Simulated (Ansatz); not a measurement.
I need a composite energy at a relaxed geometry of ClFHSi, SMILES F[SiH]Cl. Use Ansatz 0.2.0 through its Python package. Settings (for the species named): B3LYP, def2-SVP basis, multiplicity 2.

```xyz
4

F    -0.9929   -0.3423    1.0625
Si   -0.2049   -0.2232   -0.3474
Cl    1.7326   -0.5466    0.0755
H    -0.5348    1.1122   -0.7905
```

The script, `composite_clfhsi.py`:
```python
"""A composite energy for ClFHSi: DFT geometry, MP2 basis limit, coupled-cluster correction."""

import ansatz as az
import numpy as np


def main() -> None:
    system = (
        az.Crystal.molecule()
        .atom("F", (-0.99295, -0.34231, 1.0625))
        .atom("Si", (-0.20489, -0.22321, -0.34744))
        .atom("Cl", (1.73263, -0.54664, 0.07547))
        .atom("H", (-0.53479, 1.11216, -0.79053))
    )

    calc = system.calculation()
    calc = calc.basis(gaussian="def2-SVP").functional("b3lyp")
    calc = calc.spin("collinear", total=1)
    symbols = [site.symbol for site in system.cartesian_sites]
    start = np.array([site.position_ang for site in system.cartesian_sites], dtype=float)
    data = calc.relax(force_tolerance=0.01).run().report
    end = np.array(data["positions_ang"])
    print("final positions (A) and the move of each atom")
    for symbol, xyz, old in zip(symbols, end, start):
        print(f"{symbol:2s} {xyz[0]:10.5f} {xyz[1]:10.5f} {xyz[2]:10.5f}   {np.linalg.norm(xyz - old):7.4f}")

    minimum = az.Crystal.molecule()
    for symbol, place in zip(symbols, end):
        minimum = minimum.atom(symbol, place.tolist())
    at_minimum = minimum.calculation().spin("collinear", total=1)
    # MP2 extrapolated to the basis limit, plus the small-basis difference CCSD(T) - MP2
    level = lambda method, basis: at_minimum.basis(gaussian=basis).correlation(method).run().report
    small, large, cluster = level("mp2", "cc-pVDZ"), level("mp2", "cc-pVTZ"), level("ccsd_t", "cc-pVDZ")
    corr = lambda each: (each["free_energy_ev"] - each["reference_energy_ev"]) / 27.211386246
    mp2_limit = (27 * corr(large) - 8 * corr(small)) / 19
    pieces = {"HF / cc-pVTZ": large["reference_energy_ev"] / 27.211386246, "MP2 correlation, DZ-TZ limit": mp2_limit, "CCSD(T) - MP2 / cc-pVDZ": corr(cluster) - corr(small)}
    for name, value in pieces.items():
        print(f"{name:32s} {value:14.6f} Ha")
    print(f"{'sum':32s} {sum(pieces.values()):14.6f} Ha")
    print("T1 diagnostic", round(cluster["correlation"]["coupled_cluster"]["t1_diagnostic"], 4))


if __name__ == "__main__":
    main()
```

```console
$ python composite_clfhsi.py
final positions (A) and the move of each atom
F    -1.04679   -0.37364    1.10046    0.0729
Si   -0.25418   -0.25232   -0.31487    0.0659
Cl    1.77220   -0.51466    0.04137    0.0612
H    -0.47123    1.14062   -0.82696    0.0786
HF / cc-pVTZ                        -848.599566 Ha
MP2 correlation, DZ-TZ limit          -0.594441 Ha
CCSD(T) - MP2 / cc-pVDZ               -0.032212 Ha
sum                                 -849.226218 Ha
T1 diagnostic 0.0141
```

Total energies depend on the basis set; only differences at equal settings carry meaning. The sum leaves out core correlation, relativity, the Hartree-Fock basis error and zero-point energy; a DZ-TZ extrapolation is rough. The run takes the species as open-shell (spin multiplicity 2), which needn't be its ground state. b3lyp holds the VWN-RPA fit, as in Gaussian; the form of ORCA and Turbomole is b3lyp5. Inner cores stay frozen, so this is valence correlation. For Al to Cl the sets with a tight d function, cc-pV(X+d)Z, are usual. An extrapolation from small basis sets is rough. Wall time of the script: 18 s on 1 thread of Arm Neoverse V1 (shared host), peak memory 0.27 GiB.

(A comment or docstring line of the script was reworded after the run, the code is as it ran.)
